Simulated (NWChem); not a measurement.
Species: nitrogen dioxide (NO₂, doublet); SMILES N([O])=O

Program: NWChem. Pople sets run with spherical d functions. Spin-unrestricted. In the optimisation the excess spin sits in a1 (C2v, its own frame). No stability test was run on the SCF state. Level PBE/6-31G*: optimisations from one semi-empirical or force-field start; each run changes one setting, and all end within 0.3 mHa of each other.

| setting | optimisation steps |
|---|---|
| redundant internal coordinates, default thresholds | 3 |
| no line search | 5 |
| trust radius 0.05 | 4 |
| Cartesian coordinates | 4 |
| loose thresholds | 2 |
